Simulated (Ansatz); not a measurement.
Telling isomers of CH4NS+ apart by their spectra

These gas-phase data were calculated for one isomer of CH4NS+ at B3LYP-D3(BJ)/def2-SVP (harmonic, unscaled wavenumbers; equilibrium rotational constants with average atomic masses):

* rotational constants: 46.36, 5.658, 5.187 GHz
* all wavenumbers above 1500 cm⁻¹: 3425, 3416, 3325, 3151, 1597, 1588

Candidates:

(1) `[NH2+]=CS`, a singlet
(2) `[NH3+]C=S`, a singlet

**Question.** Which structure fits?

**Answer.** Candidate (2). No mode falls between 2500 and 2800 cm⁻¹, where the S–H stretch of (1) would stand.

The same quantities for all candidates:

|  | rotational constants (GHz) | wavenumbers above 1500 cm⁻¹ | E above the lowest, B3LYP-D3(BJ)/def2-SVP (kcal/mol) |
| --- | --- | --- | --- |
| (1) | 52.18, 5.812, 5.229 | 3608, 3495, 3191, 2668, 1688, 1537 | 0.0 |
| (2) | 46.36, 5.658, 5.187 | 3425, 3416, 3325, 3151, 1597, 1588 | 21.3 |

Harmonic stretches to hydrogen usually lie a few per cent above observed fundamentals. Each candidate is one conformer. Programs: Ansatz 0.2.0.
